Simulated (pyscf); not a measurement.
Optimised with ωB97X-D3(BJ)/def2-SVP in PySCF.

**Question.** For the elementary gas-phase step H₃C–CH₂–InH–NH₂ → ethane (H₃C–CH₃) + H₂N–In [singlet] (singlet surface; C–In, H–In broken, C–H formed), what barrier and reaction energy does HF/def2-TZVP give, measured from the reactant's lowest minimum found?

**Answer.** ΔE‡ = 94.4 kcal/mol, ΔE = -23.7 kcal/mol. ωB97M-D3(BJ)/def2-TZVP gives 78.7 kcal/mol and -17.5 kcal/mol. Zero-point energy shifts the barrier by -0.8 kcal/mol. It is a 1,1-elimination, with an imaginary mode of 1008i cm⁻¹. The same reactants have a lower exit, to •H₂C–CH₃ + [H₂N–InH]• (no saddle counted: cutting one bond costs +62.2 kcal/mol at ωB97M-D3(BJ)/def2-TZVP, against +78.7 kcal/mol here). H₃C–CH₂–InH–NH₂ lies 8.0 kcal/mol over its isomer H₃C–In(CH₃)–NH₂ (electronic energy, ωB97M-D3(BJ)/def2-TZVP). One saddle was located; it need not be the lowest between these sides. One closed-shell reference is unstable to symmetry breaking; treat the single-reference values with care. Elements past Kr carry the def2 core potentials, without spin-orbit coupling.
